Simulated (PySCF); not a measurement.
# Solvent effects on NMR parameters

Mapped SMILES: `[CH3:1][CH2:2][NH2+:3][CH3:4]`; H(Xn) means a hydrogen on atom n.

GIAO PBE0/pcSseg-1 in PySCF on one PBE0-D3(BJ)/def2-SVP conformer, non-relativistic, equivalent nuclei averaged. Solvents enter as an IEF-PCM continuum (chloroform with ε = 4.7, dichloromethane with ε = 8.9) around the gas-phase geometry. Shifts are referred to TMS computed in the same medium.

Gas phase, δ in ppm: C2 52.2, C4 37.5, C1 13.7, H(N3) 3.88, H(C4) 3.25, H(C2) 3.24, H(C1) 1.79. Dipole moment 2.19 D.

Q: How does each δ change in the continuum?

A: 
```json
{"atoms": "C2", "environment": "sp3 CH2 bonded to N", "Δδ, chloroform": "-0.5", "Δδ, dichloromethane": "-0.6"}
{"atoms": "C4", "environment": "methyl carbon bonded to N", "Δδ, chloroform": "+0.5", "Δδ, dichloromethane": "+0.5"}
{"atoms": "C1", "environment": "methyl carbon", "Δδ, chloroform": "+0.6", "Δδ, dichloromethane": "+0.7"}
{"atoms": "H(N3)", "environment": "hydrogen on an ammonium nitrogen", "Δδ, chloroform": "+0.46", "Δδ, dichloromethane": "+0.55"}
{"atoms": "H(C4)", "environment": "hydrogen on a methyl carbon bonded to N", "Δδ, chloroform": "-0.14", "Δδ, dichloromethane": "-0.17"}
{"atoms": "H(C2)", "environment": "hydrogen on an sp3 CH2 bonded to N", "Δδ, chloroform": "-0.07", "Δδ, dichloromethane": "-0.09"}
{"atoms": "H(C1)", "environment": "hydrogen on a methyl carbon", "Δδ, chloroform": "-0.23", "Δδ, dichloromethane": "-0.27"}
```

Changes are relative to the gas phase. The dipole moment becomes 2.59 D in chloroform, 2.67 D in dichloromethane.

Q: Which nuclei move most (in ppm), and what does the model miss?

A: C2 (sp3 CH2 bonded to N, -0.6 ppm) and C1 (methyl carbon, +0.7 ppm) in dichloromethane. A continuum only polarises the solute; specific hydrogen bonds, the anisotropy of aromatic solvents and changes of geometry or conformer are outside it, as are counter-ions.
